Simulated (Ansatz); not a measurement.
Relaxation of AlH$_{3}$O (5 atoms, charge 0, multiplicity 1), to a largest force component of 0.03 eV/Å in at most 50 steps.

Theory: RKS B3LYP-D4/def2-SVP (Ansatz 0.2.0).

```xyz
5
Properties=species:S:1:pos:R:3:forces:R:3
Al -0.963 -0.177 0.381 0.23 0.03 -0.07
H 1.632 -0.039 1.326 0.42 0.04 -0.62
O 2.001 0.010 0.412 -0.65 -0.04 0.67
H 2.357 -0.880 0.270 -0.01 -0.01 -0.01
H -1.111 0.135 -1.242 0.01 -0.01 0.02
```

Task: Where does it end, and by what steps?

Result: The forces met the threshold. After 8 steps the energy has fallen by 0.379 eV; H4 moved furthest, 0.76 Å. Joined: Al1–O3 (2.97 → 2.13 Å).

```
step  energy less start (eV)  largest force component (eV/Å)  accepted
   0                  0.0000                           0.674       yes
   1                 -0.0385                           2.144       yes
   2                 -0.1254                           2.138       yes
   3                 -0.2453                           0.769       yes
   4                 -0.2953                           0.970       yes
   5                 -0.3589                           0.427       yes
   6                 -0.3699                           0.143       yes
   7                 -0.3743                           0.048       yes
   8                 -0.3794                           0.015       yes
```

```xyz
5
Properties=species:S:1:pos:R:3
Al -0.753 0.135 0.468
H 1.894 -0.183 1.392
O 1.347 -0.205 0.594
H 1.896 -0.459 -0.163
H -0.469 -0.239 -1.143
```

The run took 15 s on 1 thread of Arm Neoverse N1, with other jobs on the host, peak memory 0.099 GiB.
